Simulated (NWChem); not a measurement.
Program: NWChem. System: formic acid (CH2O2), charge 0, spin multiplicity 1, at a geometry optimised with PBE0/def2-SVP. Level: RHF/def2-SVP.

Output (cleaned and shortened):

```
             Northwest Computational Chemistry Package (NWChem) 7.3.0
             --------------------------------------------------------

                                NWChem Input Module
                                -------------------

 Scaling coordinates for geometry "geometry" by  1.889725989
 (inverse scale =  0.529177249)

 Turning off AUTOSYM since
 SYMMETRY directive was detected!

                             Geometry "geometry" -> ""
                             -------------------------

 Output coordinates in angstroms (scale by  1.889725989 to convert to a.u.)

  No.       Tag          Charge          X              Y              Z
 ---- ---------------- ---------- -------------- -------------- --------------
    1 O                    8.0000     0.74412200     0.82757600     0.00000000
    2 C                    6.0000     0.17728400    -0.37762000     0.00000000
    3 O                    8.0000    -1.00064700    -0.58424800     0.00000000
    4 H                    1.0000     0.02446900     1.48056100     0.00000000
    5 H                    1.0000     0.96402500    -1.16146500     0.00000000

 Effective nuclear repulsion energy (a.u.)      70.5269706105

            Nuclear Dipole moment (a.u.)
            ----------------------------
        X                 Y               Z
 ---------------- ---------------- ----------------
    -0.0000037795     0.0000000000     0.0000000000

      Symmetry information
      --------------------

 Group name             Cs
 Group number              2
 Group order               2
 No. of unique centers     5

      Symmetry unique atoms

     1    2    3    4    5


 Summary of "ao basis" -> "" (spherical)
 ------------------------------------------------------------------------------
       Tag                 Description            Shells   Functions and Types
 ---------------- ------------------------------  ------  ---------------------
 *                          def2-svp                  on all atoms

 Summary of "ao basis" -> "ao basis" (spherical)
 ------------------------------------------------------------------------------
       Tag                 Description            Shells   Functions and Types
 ---------------- ------------------------------  ------  ---------------------
 O                          def2-svp                 6       14   3s2p1d
 C                          def2-svp                 6       14   3s2p1d
 H                          def2-svp                 3        5   2s1p

                                 NWChem SCF Module
                                 -----------------

  ao basis        = "ao basis"
  functions       =    52
  atoms           =     5
  closed shells   =    12
  open shells     =     0
  charge          =   0.00
  wavefunction    = RHF
  use symmetry    = T
  symmetry adapt  = T

 Summary of "ao basis" -> "ao basis" (spherical)
 ------------------------------------------------------------------------------
       Tag                 Description            Shells   Functions and Types
 ---------------- ------------------------------  ------  ---------------------
 O                          def2-svp                 6       14   3s2p1d
 C                          def2-svp                 6       14   3s2p1d
 H                          def2-svp                 3        5   2s1p

      Symmetry analysis of basis
      --------------------------

        a'         38
        a"         14

 Forming initial guess at       0.0s

      Superposition of Atomic Density Guess
      -------------------------------------

 Sum of atomic energies:        -188.00567628

      Non-variational initial energy
      ------------------------------

 Total energy =    -189.202717
 1-e energy   =    -396.940946
 2-e energy   =     137.211259
 HOMO         =      -0.399842
 LUMO         =       0.036296

      Symmetry analysis of molecular orbitals - initial
      -------------------------------------------------

  Numbering of irreducible representations:

     1 a'          2 a"

  Orbital symmetries:

     1 a'          2 a'          3 a'          4 a'          5 a'
     6 a'          7 a'          8 a'          9 a"         10 a'
    11 a"         12 a'         13 a"         14 a'         15 a'
    16 a'         17 a'         18 a'         19 a"         20 a'
    21 a'         22 a'

 Starting SCF solution at       0.2s

 ----------------------------------------------
         Quadratically convergent ROHF

 Convergence threshold     :          1.000E-07
 Maximum no. of iterations :          100
 Final Fock-matrix accuracy:          1.000E-09
 ----------------------------------------------

              iter       energy          gnorm     gmax       time
             ----- ------------------- --------- --------- --------
                 1     -188.5246986026  1.31D+00  3.53D-01      0.2
                 2     -188.6104348965  3.18D-01  8.01D-02      0.2
                 3     -188.6193257049  1.34D-02  6.69D-03      0.2
                 4     -188.6193621829  9.78D-05  3.02D-05      0.3
                 5     -188.6193621836  7.23D-09  2.79D-09      0.3

       Final RHF  results
       ------------------

         Total SCF energy =   -188.619362183616
      One-electron energy =   -398.431451226577
      Two-electron energy =    139.285118432413
 Nuclear repulsion energy =     70.526970610548

        Time for solution =      0.2s

       Symmetry analysis of molecular orbitals - final
       -----------------------------------------------

  Numbering of irreducible representations:

     1 a'          2 a"

  Orbital symmetries:

     1 a'          2 a'          3 a'          4 a'          5 a'
     6 a'          7 a'          8 a'          9 a"         10 a'
    11 a"         12 a'         13 a"         14 a'         15 a'
    16 a'         17 a'         18 a"         19 a'         20 a'
    21 a'         22 a'

             Final eigenvalues
             -----------------

              1
    1  -20.6197
    2  -20.5580
    3  -11.3997
    4   -1.4645
    5   -1.3606
    6   -0.8880
    7   -0.7261
    8   -0.7065
    9   -0.6409
   10   -0.6007
   11   -0.4946
   12   -0.4713
   13    0.1734
   14    0.1808
   15    0.2178
   16    0.3722
   17    0.4223
   18    0.6519
   19    0.6587
   20    0.7697
   21    0.7954
   22    0.8416

                       ROHF Final Molecular Orbital Analysis
                       -------------------------------------

 Vector   10  Occ=2.000000D+00  E=-6.007107D-01  Symmetry=a'
              MO Center=  2.2D-01,  1.2D-01, -5.8D-17, r^2= 2.0D+00
   Bfn.  Coefficient  Atom+Function         Bfn.  Coefficient  Atom+Function
  ----- ------------  ---------------      ----- ------------  ---------------
     4      0.414239  1 O  px                32      0.316645  3 O  px
    18     -0.289731  2 C  px                 7      0.268896  1 O  px
    43     -0.215743  4 H  s                 48     -0.212629  5 H  s
     3      0.210460  1 O  s                 35      0.191315  3 O  px
     2      0.152281  1 O  s

 Vector   11  Occ=2.000000D+00  E=-4.946111D-01  Symmetry=a"
              MO Center= -2.6D-01, -4.9D-02, -3.6D-16, r^2= 1.7D+00
   Bfn.  Coefficient  Atom+Function         Bfn.  Coefficient  Atom+Function
  ----- ------------  ---------------      ----- ------------  ---------------
    34      0.452755  3 O  pz                 6     -0.402528  1 O  pz
    37      0.349292  3 O  pz                 9     -0.339266  1 O  pz
    20      0.177585  2 C  pz

 Vector   12  Occ=2.000000D+00  E=-4.712563D-01  Symmetry=a'
              MO Center= -5.2D-01, -4.8D-01,  3.6D-17, r^2= 1.5D+00
   Bfn.  Coefficient  Atom+Function         Bfn.  Coefficient  Atom+Function
  ----- ------------  ---------------      ----- ------------  ---------------
    33      0.555085  3 O  py                36      0.424117  3 O  py
    48      0.220801  5 H  s                  5      0.171606  1 O  py
     4      0.152277  1 O  px

 Vector   13  Occ=0.000000D+00  E= 1.734488D-01  Symmetry=a"
              MO Center=  7.5D-03, -4.0D-01,  4.2D-16, r^2= 1.7D+00
   Bfn.  Coefficient  Atom+Function         Bfn.  Coefficient  Atom+Function
  ----- ------------  ---------------      ----- ------------  ---------------
    23      0.755501  2 C  pz                37     -0.504972  3 O  pz
    20      0.476112  2 C  pz                34     -0.347374  3 O  pz
     9     -0.306790  1 O  pz                 6     -0.219649  1 O  pz

 Vector   14  Occ=0.000000D+00  E= 1.808272D-01  Symmetry=a'
              MO Center=  6.9D-02,  1.3D+00, -6.1D-16, r^2= 3.8D+00
   Bfn.  Coefficient  Atom+Function         Bfn.  Coefficient  Atom+Function
  ----- ------------  ---------------      ----- ------------  ---------------
    44      1.442564  4 H  s                 49     -0.955243  5 H  s
     3     -0.783016  1 O  s                 17      0.488763  2 C  s
    21      0.372626  2 C  px                22     -0.336944  2 C  py
     8     -0.280527  1 O  py                 7      0.250999  1 O  px
     4      0.151537  1 O  px

 Vector   15  Occ=0.000000D+00  E= 2.177672D-01  Symmetry=a'
              MO Center=  1.1D+00, -1.1D+00, -6.3D-16, r^2= 3.7D+00
   Bfn.  Coefficient  Atom+Function         Bfn.  Coefficient  Atom+Function
  ----- ------------  ---------------      ----- ------------  ---------------
    49      2.235924  5 H  s                 17     -1.578160  2 C  s
    21     -0.747732  2 C  px                22      0.648193  2 C  py
    44      0.554922  4 H  s                  8     -0.247870  1 O  py
     3     -0.236723  1 O  s                 36     -0.210397  3 O  py
     7      0.200248  1 O  px                19      0.186662  2 C  py

 center of mass
 --------------
 x =  -0.04023230 y =  -0.01305553 z =   0.00000000

 moments of inertia (a.u.)
 ------------------
          77.464090716405         -61.775612839638           0.000000000000
         -61.775612839638          93.439750901800           0.000000000000
           0.000000000000           0.000000000000         170.903841618205

  Mulliken analysis of the total density
  --------------------------------------

    Atom       Charge   Shell Charges
 -----------   ------   -------------------------------------------------------
    1 O    8     8.34   1.99  1.07  0.65  2.86  1.76  0.02
    2 C    6     5.54   1.99  0.90  0.14  1.85  0.50  0.15
    3 O    8     8.39   1.99  1.07  0.72  2.81  1.78  0.02
    4 H    1     0.78   0.66  0.05  0.07
    5 H    1     0.95   0.76  0.16  0.02

       Multipole analysis of the density wrt the origin
       ------------------------------------------------

     L   x y z        total         open         nuclear
     -   - - -        -----         ----         -------
     0   0 0 0     -0.000000      0.000000     24.000000

     1   1 0 0      0.550106      0.000000     -0.000004
     1   0 1 0      0.344509      0.000000      0.000000
     1   0 0 1      0.000000      0.000000      0.000000

     2   2 0 0    -15.373987      0.000000     48.418691
     2   1 1 0     -3.068608      0.000000     28.991396
     2   1 0 1      0.000000      0.000000      0.000000
     2   0 2 0    -10.699834      0.000000     45.018498
     2   0 1 1      0.000000      0.000000      0.000000
     2   0 0 2    -12.351490      0.000000      0.000000

 Task  times  cpu:        0.3s     wall:        0.3s

 Total times  cpu:        0.3s     wall:        0.3s
```

Problem. Write an NWChem input that would produce this output.

Solution. This is not unique; one that fits is 
```
start mol
memory heap 200 mb stack 900 mb global 1100 mb
geometry units angstroms nocenter noautoz
  O      0.744122     0.827576     0.000000
  C      0.177284    -0.377620     0.000000
  O     -1.000647    -0.584248     0.000000
  H      0.024469     1.480561     0.000000
  H      0.964025    -1.161465     0.000000
  symmetry group Cs
end
basis spherical
  * library def2-svp
end
scf
  rhf
  nopen 0
  maxiter 100
  thresh 1e-7
  semidirect memsize 60000000 filesize 0
end
task scf energy
```
